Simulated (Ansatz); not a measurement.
# C3H6 (built from SMILES C[C]C): single points off equilibrium

How do the functionals fare away from a minimum? The structure is a displaced guess of a reacting structure.

Method: single points in def2-TZVPP; program: Ansatz 0.2.0, Gaussian basis.

Correlated methods freeze the cores.

### Step 1. The starting structure

9 atoms, charge 0, spin multiplicity 1.

Atoms are counted from 1 here; the program's logs count them from 0.

Bond lengths: H1–C2 1.028 Å, H1–C3 1.119 Å, C2–C3 1.288 Å, C2–H6 1.332 Å, C3–C4 1.659 Å, C4–H7 1.147 Å, C4–H9 1.178 Å. Angles: C2–H1–C3 73.6°, H1–C2–C3 56.5°, H1–C2–H6 104.4°, C3–C2–H6 114.5°, H1–C3–C2 49.9°, H1–C3–C4 105.4°, C2–C3–C4 107.0°, C3–C4–H7 120.1°, C3–C4–H9 117.7°, H7–C4–H9 97.3°.

As a file:

```xyz
9

H    -0.52710    0.51160   -0.92590
C     0.48730    0.37140   -1.01120
C    -0.33070   -0.55320   -0.64240
C    -0.32530   -0.57270    1.01620
H     1.22680    1.43340   -0.35430
H     0.71810    0.41450   -2.32210
H     0.23940    0.23800    1.59900
H    -1.64770   -0.63780    1.40040
H     0.15710   -1.50420    1.55180
```

### Step 2. CCSD(T)/def2-TZVPP

Input file run/in.yaml:

```yaml
crystal:
  periodic: [false, false, false]
  atoms:
    - {symbol: H, position_ang: [-0.527100, 0.511600, -0.925900]}
    - {symbol: C, position_ang: [0.487300, 0.371400, -1.011200]}
    - {symbol: C, position_ang: [-0.330700, -0.553200, -0.642400]}
    - {symbol: C, position_ang: [-0.325300, -0.572700, 1.016200]}
    - {symbol: H, position_ang: [1.226800, 1.433400, -0.354300]}
    - {symbol: H, position_ang: [0.718100, 0.414500, -2.322100]}
    - {symbol: H, position_ang: [0.239400, 0.238000, 1.599000]}
    - {symbol: H, position_ang: [-1.647700, -0.637800, 1.400400]}
    - {symbol: H, position_ang: [0.157100, -1.504200, 1.551800]}
basis:
  gaussian: {orbitals: def2-TZVPP}
correlation: {method: ccsd_t}
output: {forces: true}
```

The command line of these runs was not kept.

### Step 3. PBE0-D4/def2-TZVPP

Edit run/in.yaml of step 2 so:

```diff
@@ -14,3 +14,3 @@
   gaussian: {orbitals: def2-TZVPP}
-correlation: {method: ccsd_t}
-output: {forces: true}
+hamiltonian: {xc: pbe0, dispersion: d4}
+output: {forces: true, orbitals: {seedname: orbitals}}
```

### Step 4. wB97M-V/def2-TZVPP

Edit run/in.yaml of step 3 so:

```diff
@@ -14,3 +14,3 @@
   gaussian: {orbitals: def2-TZVPP}
-hamiltonian: {xc: pbe0, dispersion: d4}
-output: {forces: true, orbitals: {seedname: orbitals}}
+hamiltonian: {xc: {name: wB97M-V}}
+output: {forces: true}
```

### Step 5. r2SCAN-D4/def2-TZVPP

Edit run/in.yaml of step 4 so:

```diff
@@ -14,3 +14,3 @@
   gaussian: {orbitals: def2-TZVPP}
-hamiltonian: {xc: {name: wB97M-V}}
+hamiltonian: {xc: r2scan, dispersion: d4}
 output: {forces: true}
```

### Step 6. PBE-D4/def2-TZVPP

Edit run/in.yaml of step 5 so:

```diff
@@ -14,3 +14,3 @@
   gaussian: {orbitals: def2-TZVPP}
-hamiltonian: {xc: r2scan, dispersion: d4}
+hamiltonian: {xc: pbe, dispersion: d4}
 output: {forces: true}
```

### Step 7. revPBE-D4/def2-TZVPP

Edit run/in.yaml of step 6 so:

```diff
@@ -14,3 +14,3 @@
   gaussian: {orbitals: def2-TZVPP}
-hamiltonian: {xc: pbe, dispersion: d4}
+hamiltonian: {xc: {name: revPBE}, dispersion: d4}
 output: {forces: true}
```

### Step 8. SPW92/def2-TZVPP

Edit run/in.yaml of step 7 so:

```diff
@@ -14,3 +14,3 @@
   gaussian: {orbitals: def2-TZVPP}
-hamiltonian: {xc: {name: revPBE}, dispersion: d4}
+hamiltonian: {xc: lda}
 output: {forces: true}
```

(Steps that only read results are left out.)

What does the calculation give? Wanted: energy less free atoms, CCSD(T)/def2-TZVPP; RMS force component; RMS force error; HOMO and LUMO, PBE0-D4; T1 diagnostic.

The runs gave:

| quantity | value |
| --- | --- |
| energy less free atoms, CCSD(T)/def2-TZVPP | -2788.3 kJ/mol |
| RMS force component | 3.573 to 3.828 eV/Å over the methods |
| RMS force error | PBE0-D4 0.230, wB97M-V 0.190, r2SCAN-D4 0.243, PBE-D4 0.258, revPBE-D4 0.270, SPW92 0.418 eV/Å |
| HOMO and LUMO, PBE0-D4 | -6.50 and -0.60 eV |
| T1 diagnostic | 0.014 |

Against CCSD(T) the functionals' energies less atoms differ by -584.9 to -88.6 kJ/mol, PBE-D4 by -190.4 kJ/mol. CCSD(T) in triple zeta still lacks some correlation energy of the bonds, so part of these gaps is its own basis error and they don't rank the functionals. For forces wB97M-V does best and SPW92 worst. Frozen-core CCSD(T) forces in triple zeta carry basis errors of their own, and this is one geometry, so small gaps rank nothing.
